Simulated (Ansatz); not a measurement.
C4H9FO (`CCOCCF`). The species carries charge 0 and has multiplicity 1.

```json
{"atom": "C1", "x (Å)": "-1.570", "y (Å)": "0.612", "z (Å)": "1.739"}
{"atom": "C2", "x (Å)": "-0.956", "y (Å)": "0.752", "z (Å)": "0.370"}
{"atom": "O3", "x (Å)": "0.073", "y (Å)": "-0.200", "z (Å)": "0.233"}
{"atom": "C4", "x (Å)": "0.703", "y (Å)": "-0.145", "z (Å)": "-1.014"}
{"atom": "C5", "x (Å)": "1.774", "y (Å)": "-1.209", "z (Å)": "-1.024"}
{"atom": "F6", "x (Å)": "2.420", "y (Å)": "-1.188", "z (Å)": "-2.244"}
{"atom": "H7", "x (Å)": "-2.372", "y (Å)": "1.341", "z (Å)": "1.870"}
{"atom": "H8", "x (Å)": "-0.820", "y (Å)": "0.778", "z (Å)": "2.515"}
{"atom": "H9", "x (Å)": "-1.986", "y (Å)": "-0.389", "z (Å)": "1.872"}
{"atom": "H10", "x (Å)": "-1.713", "y (Å)": "0.596", "z (Å)": "-0.414"}
{"atom": "H11", "x (Å)": "-0.546", "y (Å)": "1.764", "z (Å)": "0.229"}
{"atom": "H12", "x (Å)": "-0.011", "y (Å)": "-0.329", "z (Å)": "-1.830"}
{"atom": "H13", "x (Å)": "1.159", "y (Å)": "0.842", "z (Å)": "-1.187"}
{"atom": "H14", "x (Å)": "2.510", "y (Å)": "-1.024", "z (Å)": "-0.237"}
{"atom": "H15", "x (Å)": "1.335", "y (Å)": "-2.200", "z (Å)": "-0.879"}
```

What are the harmonic wavenumbers in cm⁻¹ at PBE0-D4/def2-TZVP (Ansatz, finite differences of forces, unscaled)? (An estimate is asked.)

Computed: 68, 89, 140, 147, 250, 328, 397, 517, 816, 828, 908, 1072, 1090, 1103, 1162, 1170, 1189, 1202, 1236, 1298, 1299, 1350, 1391, 1418, 1462, 1475, 1492, 1507, 1515, 1528, 2978, 2989, 3008, 3021, 3059, 3064, 3120, 3139, 3140.

Is this a minimum?

Yes, all 39 modes are real.

Give the ideal-gas thermochemistry at 298.15 K and 1 bar (rigid rotor, harmonic oscillator; point group Cs, symmetry number 1).

Zero-point energy 340.7 kJ/mol; H(298) − E = 363.0 kJ/mol; entropy 357.8 J/(mol·K), of which translation 165.3, rotation 112.5, vibration 80.0; G(298) − E = 256.3 kJ/mol. Modes under 100 cm⁻¹ are hindered rotations or soft bends, so the harmonic entropy is rough.

And at 400, 500, 600, 800 and 1000 K?


| T (K) | H − E (kJ/mol) | S (J/mol/K) | G − E (kJ/mol) |
| --- | --- | --- | --- |
| 400 | 375.8 | 394.4 | 218.0 |
| 500 | 391.2 | 428.6 | 176.8 |
| 600 | 409.1 | 461.4 | 132.3 |
| 800 | 451.5 | 522.0 | 33.9 |
| 1000 | 500.3 | 576.3 | -76.0 |

Rotational constants (cm⁻¹)?

0.5833, 0.04187, 0.04025.
